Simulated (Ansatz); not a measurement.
Input file:

```yaml
crystal:
  periodic: [false, false, false]
  atoms:
    - {symbol: Si, position_ang: [-1.650542, -0.011519, 0.004128]}
    - {symbol: As, position_ang: [0.706158, 0.004928, -0.001766]}
    - {symbol: H, position_ang: [-2.175948, 1.381149, 0.007507]}
    - {symbol: H, position_ang: [-2.158302, -0.715039, 1.213602]}
    - {symbol: H, position_ang: [-2.164376, -0.711463, -1.204855]}
basis:
  gaussian: {orbitals: cc-pVTZ}
magnetization: {spin_polarized: true, initial_magnetization: 0}
correlation: {method: ccsdt_q, electrons: outside_noble_gas}
```

```sh
$ ansatz run in.yaml --threads 2 --pin off --events-out ev --progress --plain --max-ram 24576MiB --backend cuda --devices 0, --max-vram 18GiB
```

The program prints:

```
1441 factors; integrals over basis functions are off by at most 1.8e-7 eV
mean field evaluation 1: about -68704.1269 eV, gradient 8.0e0 eV
mean field evaluation 2: about -68704.1325 eV, gradient 8.0e0 eV
mean field evaluation 4: about -68705.0320 eV, gradient 8.3e-1 eV
mean field evaluation 8: about -68705.0382 eV, gradient 1.4e-3 eV
mean field evaluation 16: about -68705.0583 eV, gradient 3.6e-1 eV
mean field evaluation 32: about -68705.0372 eV, gradient 2.5e-1 eV
mean field evaluation 64: about -68705.0382 eV, gradient 2.9e-2 eV
mean field evaluation 96: about -68706.4194 eV, gradient 2.2e-4 eV
mean field evaluation 128: about -68706.4194 eV, gradient 1.5e-3 eV
mean field evaluation 160: about -68705.0368 eV, gradient 1.9e-1 eV
...
cycle  18  -7.59961978 eV  change    4.5e-7 eV  update   6.9e-6
cycle  19  -7.59962863 eV  change   -8.9e-6 eV  update   4.5e-6
cycle  20  -7.59962759 eV  change    1.0e-6 eV  update   2.7e-6
cycle  21  -7.59962345 eV  change    4.1e-6 eV  update   1.9e-6
cycle  22  -7.59962353 eV  change   -7.8e-8 eV  update   1.3e-6
cycle  23  -7.59962475 eV  change   -1.2e-6 eV  update   7.9e-7
cycle  24  -7.59962226 eV  change    2.5e-6 eV  update   5.1e-7
cycle  25  -7.59962407 eV  change   -1.8e-6 eV  update   3.7e-7
cycle  26  -7.59962489 eV  change   -8.2e-7 eV  update   1.9e-7
cycle  27  -7.59962480 eV  change    8.8e-8 eV  update   1.1e-7
perturbative correction -0.08642056 eV, -0.0031758970 hartree
WARN: the results are in doubt because among natural orbitals full CI differs from the method by +1.170 eV
Total energy: -68714.10540894 eV, -2525.1967976850 hartree
In doubt: among natural orbitals full CI differs from the method by +1.170 eV
```

Ran on 2 threads of AMD EPYC 7R13 with a shared H100 80 GB, shared host: 47 s wall, 1.1 GiB peak host memory.
